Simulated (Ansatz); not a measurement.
Molecular dynamics, step by step

LiSiH₄ (charge +1), closed shell, PBE0-D4/def2-SVP (Ansatz 0.2.0). Settings (timestep in fs, temperature in K; T counts 12 degrees of freedom):

```yaml
hamiltonian: {xc: pbe0, dispersion: d4}
md: {n_steps: 30, timestep: 0.75, temperature: 700, ensemble: nve, seed: 937, initial_velocities: maxwell_boltzmann}
```

Start:

```json
{"atom": "Li1", "x (Å)": "-0.6333", "y (Å)": "-0.4298", "z (Å)": "-2.5535"}
{"atom": "Si2", "x (Å)": "0.1483", "y (Å)": "0.0999", "z (Å)": "0.5950"}
{"atom": "H3", "x (Å)": "-0.5605", "y (Å)": "1.3436", "z (Å)": "0.9521"}
{"atom": "H4", "x (Å)": "-0.2308", "y (Å)": "-0.1422", "z (Å)": "-0.8660"}
{"atom": "H5", "x (Å)": "-0.3419", "y (Å)": "-1.0996", "z (Å)": "1.3004"}
{"atom": "H6", "x (Å)": "1.6181", "y (Å)": "0.2279", "z (Å)": "0.5719"}
```

```
step  time (fs)  potential energy less the start (meV)  kinetic energy (meV)  T (K)
   0       0.00                                    0.0                 361.9    700
   2       1.50                                   52.2                 310.9    601
   4       3.00                                  122.1                 242.3    469
   6       4.50                                  143.2                 220.3    426
   8       6.00                                  152.3                 210.4    407
  10       7.50                                  198.6                 164.5    318
  12       9.00                                  257.3                 106.9    207
  14      10.50                                  271.2                  93.4    181
  16      12.00                                  218.6                 145.4    281
  18      13.50                                  136.8                 226.0    437
  20      15.00                                   90.1                 272.3    527
  22      16.50                                   93.6                 269.9    522
  24      18.00                                   93.9                 269.8    522
  26      19.50                                   76.6                 286.1    553
  28      21.00                                   96.1                 266.4    515
  30      22.50                                  171.3                 192.0    371
```

Step 20, positions (Å) and forces (eV/Å):

```tsv
atom	x	y	z	Fx	Fy	Fz
Li1	-0.678	-0.484	-2.581	0.039	0.035	0.070
Si2	0.160	0.117	0.596	-0.622	-0.431	-0.097
H3	-0.592	1.252	1.167	-0.097	0.222	-0.205
H4	-0.083	0.008	-0.936	0.176	0.351	0.154
H5	-0.433	-1.171	0.982	-0.167	-0.301	0.240
H6	1.580	0.131	0.896	0.670	0.123	-0.161
```

Step 22, positions (Å) and forces (eV/Å):

```csv
atom,x,y,z,Fx,Fy,Fz
Li1,-0.682,-0.489,-2.584,0.066,0.064,0.135
Si2,0.161,0.115,0.598,-1.298,0.020,0.012
H3,-0.605,1.259,1.153,0.017,0.068,-0.175
H4,-0.033,0.089,-0.918,0.016,0.147,-0.256
H5,-0.442,-1.164,0.977,-0.209,-0.415,0.190
H6,1.552,0.136,0.877,1.407,0.115,0.095
```

Step 26, positions (Å) and forces (eV/Å):

```
atom       x       y       z      Fx      Fy      Fz
 Li1  -0.690  -0.499  -2.589   0.054   0.064   0.071
 Si2   0.160   0.111   0.601  -0.791   0.401   0.293
  H3  -0.628   1.276   1.114   0.188  -0.170  -0.043
  H4   0.065   0.258  -0.903  -0.178  -0.188  -0.456
  H5  -0.471  -1.176   0.978  -0.031  -0.140  -0.077
  H6   1.583   0.152   0.847   0.758   0.032   0.211
```

Last step (30):

```
atom    x (Å)    y (Å)    z (Å)
 Li1  -0.6979  -0.5085  -2.5935
 Si2   0.1572   0.1075   0.6050
  H3  -0.6366   1.2801   1.0732
  H4   0.1486   0.4096  -0.9227
  H5  -0.5031  -1.1982   0.9715
  H6   1.6738   0.1713   0.8344
```

The run took about 14 s on 2 CPU threads of an Arm Neoverse V2 (shared host).
